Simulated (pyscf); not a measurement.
Substitution at C: fluoromethane (H₃C–F) + H atom (H•) → fluoromethane (H₃C–F) + H atom (H•)

Gas phase, doublet surface, charge 0. Bonds broken: C1–H6. Bonds formed: C1–H3. Structures and frequencies: ωB97X-D3(BJ)/def2-SVP in PySCF. Correlated levels are frozen-core, on RHF or UHF. ΔMP2 is the change of the MP2 total energy from the triple- to the quadruple-zeta basis.

Transition state (Å):

```xyz
6

C      0.3429     0.4776    -0.1540
F      1.4755     1.2427     0.1977
H      0.4468     0.7870    -1.3799
H     -0.6682     0.9488    -0.1460
H      0.4647    -0.5943    -0.4381
H      0.1508     0.1101     1.0449
```

One imaginary mode, 1402i cm⁻¹; descent along it reached the two sides named.

```csv
bond,change,reactant side (Å),saddle,product side
C1–H6,breaks,1.103,1.269,3.7
C1–H3,forms,3.7,1.269,1.103
```

Electronic energies relative to the separated reactants (kcal/mol):

```
level                             barrier  reaction energy  reverse barrier
--------------------------------  -------  ---------------  ---------------
ωB97X-D3(BJ)/def2-TZVP               43.6              0.0             43.6
PBE/def2-TZVP                        33.4              0.0             33.4
r²SCAN/def2-TZVP                     34.7              0.0             34.7
B3LYP-D3(BJ)/def2-TZVP               38.0              0.0             38.0
PBE0-D3(BJ)/def2-TZVP                38.4              0.0             38.4
M06-2X/def2-TZVP                     43.7              0.0             43.7
ωB97M-D3(BJ)/def2-TZVP               42.0              0.0             42.0
HF/def2-TZVP                         64.5              0.0             64.5
MP2/def2-QZVPP                       48.2              0.0             48.2
CCSD/def2-TZVPP                      46.7              0.0             46.7
CCSD(T)/def2-TZVPP                   45.0              0.0             45.0
CCSD(T)/def2-TZVPP + ΔMP2(QZVPP)     44.3              0.0             44.3
```

With CCSD(T)/def2-TZVPP + ΔMP2(QZVPP) energies and thermal terms (ideal gas, 1 atm, RRHO with modes under 100 cm⁻¹ raised to 100, one conformer, R ln 2 for rigid chiral ones), in kcal/mol:

```
T (K)   ΔH‡   ΔG‡   ΔH   ΔG
-----  ----  ----  ---  ---
298    42.1  49.2  0.0  0.0
600    41.6  56.6  0.0  0.0
900    41.4  64.1  0.0  0.0
1200   41.3  71.7  0.0  0.0
```

The same reactants have a lower exit, to •H₂C–F + H₂ (barrier +11.9 kcal/mol at ωB97M-D3(BJ), against +42.0 kcal/mol here). This is the saddle that the search found; another between the same sides may lie lower. The angle at the attacked C is 175°. The CCSD(T) − MP2 part came from Ansatz, without density fitting, on the same reference.
